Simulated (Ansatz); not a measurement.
# BH3 (singlet): wave-function methods side by side at a displaced geometry (v1), cc-pVTZ

Aim: climb from Hartree-Fock through coupled cluster for BH3 (singlet) at one geometry and basis, and see what each rung misses.

The runs use Ansatz 0.2.0, Gaussian basis; cc-pVTZ, core rule «outside noble gas», up to 1 orbitals frozen.

To be run: UHF; CCSD(T) on RHF; BCCD(T) on RHF; CCSDT(Q) on RHF.

16 further runs of the same task are left out: 4 for a known fault of the program, 4 that didn't finish, 8 set aside as unsound or not needed.

## 1. The geometry

The geometry is a PBE0/def2-TZVP stationary point (not a proven minimum) with its atoms shifted at random (size 0.040 Å).

4 atoms, charge 0, spin multiplicity 1.

Atoms are counted from 1 here; the program's logs count them from 0.

Bond lengths: B1–H2 1.193 Å, B1–H3 1.209 Å, B1–H4 1.239 Å. Angles: H2–B1–H3 117.7°, H2–B1–H4 121.0°, H3–B1–H4 121.1°.

## 2. UHF

File in.yaml:

```yaml
crystal:
  periodic: [false, false, false]
  atoms:
    - {symbol: B, position_ang: [0.000681, -0.000538, 0.006476]}
    - {symbol: H, position_ang: [1.193225, -0.002124, -0.004935]}
    - {symbol: H, position_ang: [-0.561482, 1.068843, -0.050128]}
    - {symbol: H, position_ang: [-0.639047, -1.060952, -0.014393]}
basis:
  gaussian: {orbitals: cc-pVTZ}
magnetization: {spin_polarized: true, initial_magnetization: 0}
hamiltonian: {xc: hf}
output: {orbitals: {seedname: orbitals}}
```

Run with:

```
ansatz run in.yaml --threads 1 --pin off --events-out ev --progress --plain --max-ram 2393MiB
```

After this run come: CCSD(T) on RHF; BCCD(T) on RHF; CCSDT(Q) on RHF.

Q: Predict the results of all the runs planned. Wanted: RCCSDT(Q) below the RHF energy; RMP2 from RCCSDT(Q); RCCSD from RCCSDT(Q); RCCSD(T) from RCCSDT(Q); T1 diagnostic.

**Answer**, as computed:

| quantity | value |
| --- | --- |
| RCCSDT(Q) below the RHF energy | -3.7648 eV |
| RMP2 from RCCSDT(Q) | +15.69 kcal/mol |
| RCCSD from RCCSDT(Q) | +1.92 kcal/mol |
| RCCSD(T) from RCCSDT(Q) | +0.30 kcal/mol |
| levels within 1 kcal/mol (43 meV) | RCCSD(T), BCCD(T), RCCSDT |
| T1 diagnostic | 0.007 |

**Reading.** RCCSD(T) misses by +0.30 kcal/mol, 0.3 % of the correlation energy. These misses are within one basis, not against nature.
